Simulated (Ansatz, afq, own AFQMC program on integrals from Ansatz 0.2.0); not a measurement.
**CHN, singlet: AFQMC among the cluster methods**

```xyz
3

N     0.1073    0.0000    0.5786
C    -0.1328    0.0000   -0.5416
H     0.0912    0.0000   -1.5866
```

Connectivity, by distances: N–CH.

Basis cc-pVDZ. Only valence electrons are correlated. AFQMC by an in-house program on the Cholesky factors that Ansatz 0.2.0 writes for its CCSD(T) run. ph-AFQMC/CISD is guided by a CISD state made of CCSD amplitudes; releasing the constraint for a short imaginary time cuts its bias at the price of noise, slowly where states lie close. Free AFQMC starts from the CCSD state and is never constrained. Its projection time is finite, and what remains of the start isn't in its error. Error bars are statistical, one sigma.

Determinant: RHF, the one that the program's search chose, which needn't be the lowest solution. The geometry is a point of a scan.

No full CI on the walks' own integrals is used here; CCSDT(Q) serves as the reference and is uncertain by about the last step of the cluster series.

The T1 diagnostic is 0.0136. The weight of the determinant in the CISD state is 0.888 and the size of the correlated space is 10 electrons in 31 orbitals.

Reference: CCSDT(Q), correlation energy -8.351 eV. The released energy is read at 2.40 1/Eh (meV from the phaseless value at times in 1/Eh: -17 ± 20 at 0.24, -26 ± 17 at 0.51, -17 ± 13 at 0.99, -51 ± 16 at 1.62, -49 ± 21 at 2.40).

```json
{"level": "HF", "E − E(reference) (kcal/mol)": "192.58", "share of correlation (%)": "0.00"}
{"level": "MP2", "E − E(reference) (kcal/mol)": "14.43", "share of correlation (%)": "92.51"}
{"level": "CCSD", "E − E(reference) (kcal/mol)": "8.49", "share of correlation (%)": "95.59"}
{"level": "CCSD(T)", "E − E(reference) (kcal/mol)": "1.03", "share of correlation (%)": "99.47"}
{"level": "CCSDT", "E − E(reference) (kcal/mol)": "0.90", "share of correlation (%)": "99.53"}
{"level": "ph-AFQMC/CISD", "E − E(reference) (kcal/mol)": "0.82 ± 0.49", "share of correlation (%)": "99.57"}
{"level": "released AFQMC", "E − E(reference) (kcal/mol)": "-0.32 ± 0.48", "share of correlation (%)": "100.17"}
{"level": "free AFQMC", "E − E(reference) (kcal/mol)": "0.43 ± 0.40", "share of correlation (%)": "99.77"}
```

Free projections are given only where their last times agree within the noise and don't stop above the reference; a slow remainder of the start can still hide under it. A walk keeps the symmetry of its determinant, which the program's search chose and which needn't be the lowest solution, so a lower state of the same spin and another symmetry isn't excluded. Released energies are given only where the last usable release times agree within the noise; a slower fall can still hide under it.
